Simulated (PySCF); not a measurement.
C₂H₄B (charge -1).
Structure used (PBE0-D3(BJ)/def2-SVP), in Å, numbered top down from 1:
```
atom  x, y, z in Å
B1    -0.991    0.118    0.069
C2     0.586   -0.009    0.046
C3     1.809   -0.108    0.029
H4    -1.485   -0.512   -0.886
H5    -1.443   -0.346    1.133
H6    -1.325    1.315   -0.022
H7     2.879   -0.194    0.013
```

The closed-shell ground state was solved at several levels (PySCF, density fitting, gas phase, non-relativistic). No diffuse functions stand in pcJ-1, pcSseg-1 and pcSseg-2, which bears on an anion's orbital energies.

```tsv
level	basis functions	total energy (Eh)	HOMO (eV)	LUMO (eV)	gap (eV)
PBE0/pcSseg-1	71	-103.2804	-1.68	6.24	7.92
mPW1PW91/pcSseg-2	164	-103.4435	-1.83	4.71	6.54
B3LYP/pcJ-1	121	-103.4524	-1.48	5.85	7.33
```

(1) What might B3LYP/def2-SVPD (92 basis functions) give for the same quantities?

(2) Over all these levels, which gives the widest orbital gap and which the narrowest?

Answers

(1) Total energy -103.3730 Eh, HOMO -1.58 eV, LUMO 4.46 eV, gap 6.04 eV.

(2) PBE0/pcSseg-1 (global hybrid, 25 % exact exchange) has the widest, 7.92 eV, and B3LYP/def2-SVPD (global hybrid, 20 % exact exchange) the narrowest, 6.04 eV. Functional and basis both differ between the two, so the spread mixes both effects.
